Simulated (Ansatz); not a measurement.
For A-type hexagonal La2O3, PBE+SOC (PAW; Ansatz, a program for electronic structure) gives:

```
Item                              Value
------------------------------  -------
equilibrium lattice constant a  3.940 Å
lattice parameter c             6.187 Å
bulk modulus B0                 109 GPa
band gap                        3.82 eV
```

Q: What does r²SCAN (PAW; Ansatz) give for the same quantities?

A: 
- lattice constant a: 3.935 Å (drops by 0.1 %)
- lattice parameter c: 6.126 Å (falls by 1.0 %)
- bulk modulus: 116 GPa (goes up by 6.4 %)
- band gap: 4.23 eV (goes up by 0.41 eV)

For comparison: lattice constant a 3.934 Å (measured, 300 K, not corrected to a static lattice, our sources range from 3.934 to 3.940; as tabulated in Santana et al. (2016), arXiv:1608.06321); lattice parameter c 6.13 Å (measured, temperature not stated, no zero-point or thermal correction; as tabulated in Rustad et al. (2011), arXiv:1107.4261); bulk modulus 113 GPa (measured, 300 K, not corrected to a static lattice; as tabulated in Santana et al. (2016), arXiv:1608.06321).

Changes are worked out from the printed values.

Unless a cell is named, each level is at its own relaxed cell (PBE+SOC 16.64, r²SCAN 16.43 Å³/atom).

Levels without +SOC have no spin–orbit coupling; where heavier elements are present it shifts gaps, mostly down, and can invert bands. Density-functional gaps are differences of (generalised) Kohn–Sham levels.

Ansatz's density-functional and Hartree–Fock values are scalar-relativistic unless marked +SOC, with PAW data made under PBE.
